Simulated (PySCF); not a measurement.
Stepwise substitution at one centre (C H-Cl). All species are isolated molecules in the gas phase. Strings in code marks are SMILES.

The vertical ionisation energy (Delta-SCF) from two functionals at the same geometries (B3LYP-D3(BJ)/def2-TZVP), both in PySCF: PBE-D3(BJ)/def2-TZVP and ωB97X-D3(BJ)/def2-TZVP. Delta-SCF ions had no search for a lower state. 

```json
[
 {"species": "0 of 4 H replaced by Cl (`C`)", "PBE-D3(BJ)/def2-TZVP (eV)": "13.95"},
 {"species": "1 of 4 H replaced by Cl (`CCl`)", "PBE-D3(BJ)/def2-TZVP (eV)": "11.09"},
 {"species": "2 of 4 H replaced by Cl (`C(Cl)Cl`)", "PBE-D3(BJ)/def2-TZVP (eV)": "10.63"}
]
```

What does ωB97X-D3(BJ)/def2-TZVP give for each?


- 0 of 4 H replaced by Cl (`C`): 14.38
- 1 of 4 H replaced by Cl (`CCl`): 11.41
- 2 of 4 H replaced by Cl (`C(Cl)Cl`): 11.54
Over these rows, drawn at random from the members with no instability flagged (it was tested for open shells, ions and some series alone), PBE minus ωB97X-D3(BJ): mean -0.55 eV, from -0.90 eV to -0.31 eV.
